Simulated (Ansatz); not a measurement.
# CH₅AlO: small, medium and large basis sets

The task here is to estimate one member of a computed series from the others.

The runs use Ansatz 0.2.0, Gaussian basis; one geometry, several basis sets.

Levels to be run: PBE0-D4/def2-SVP; ωB97M-V/def2-SVP; PBE0-D4/def2-QZVPP; ωB97M-V/def2-QZVPP; the functionals' def2-TZVPP values are taken from earlier runs.

## The geometry

An earlier PBE0-D4 in a triple-zeta def2 set relaxation fixed the geometry.

8 atoms, charge 0, spin multiplicity 1.

Atoms are counted from 1 here; the program's logs count them from 0.

Bond lengths: O1–C2 1.519 Å, O1–Al3 1.965 Å, O1–H4 0.961 Å, C2–Al3 1.945 Å, C2–H5 1.089 Å, C2–H6 1.087 Å, Al3–H7 1.588 Å, Al3–H8 1.583 Å. Angles: C2–O1–Al3 66.5°, C2–O1–H4 111.1°, Al3–O1–H4 121.6°, O1–C2–Al3 67.8°, O1–C2–H5 109.4°, O1–C2–H6 106.8°, Al3–C2–H5 121.3°, Al3–C2–H6 126.3°, H5–C2–H6 111.0°, O1–Al3–C2 45.7°, O1–Al3–H7 108.7°, O1–Al3–H8 111.3°, C2–Al3–H7 115.9°, C2–Al3–H8 120.9°, H7–Al3–H8 123.2°.

The first run:

The input, in.yaml:

```yaml
crystal:
  periodic: [false, false, false]
  atoms:
    - {symbol: O, position_ang: [-0.535038, 0.377591, -0.858197]}
    - {symbol: C, position_ang: [-0.173154, 0.741503, 0.571046]}
    - {symbol: Al, position_ang: [0.802812, -0.818739, -0.058601]}
    - {symbol: H, position_ang: [-1.459252, 0.124061, -0.927844]}
    - {symbol: H, position_ang: [-1.052685, 0.640405, 1.204482]}
    - {symbol: H, position_ang: [0.178255, 1.769868, 0.553465]}
    - {symbol: H, position_ang: [0.122260, -2.224753, 0.229979]}
    - {symbol: H, position_ang: [2.208801, -0.666938, -0.770231]}
basis:
  gaussian: {orbitals: def2-SVP}
hamiltonian: {xc: pbe0, dispersion: d4}
output: {orbitals: {seedname: orbitals}}
```

Started as:

```sh
$ ansatz run in.yaml --threads 2 --pin off --events-out ev --progress --plain --max-ram 4352MiB
```

Steps of the session up to this table: PBE0-D4 in def2-SVP; ωB97M-V in def2-SVP; PBE0-D4 in def2-QZVPP; ωB97M-V in def2-QZVPP.

One table of the session follows, with a row left open; its other results are not shown here.

It belongs to the step «Density functionals: the series». 

```
functional       basis  HOMO (eV)
   PBE0-D4    def2-SVP      -7.35
   PBE0-D4  def2-TZVPP      -7.39
   PBE0-D4  def2-QZVPP          ?
   ωB97M-V    def2-SVP      -9.63
   ωB97M-V  def2-TZVPP      -9.69
   ωB97M-V  def2-QZVPP      -9.70
```

Estimate the missing values for PBE0-D4, def2-QZVPP.

**Answer.** HOMO (eV): -7.40. In the column «HOMO (eV)» it lies between ωB97M-V, def2-SVP (-9.63) and PBE0-D4, def2-TZVPP (-7.39).
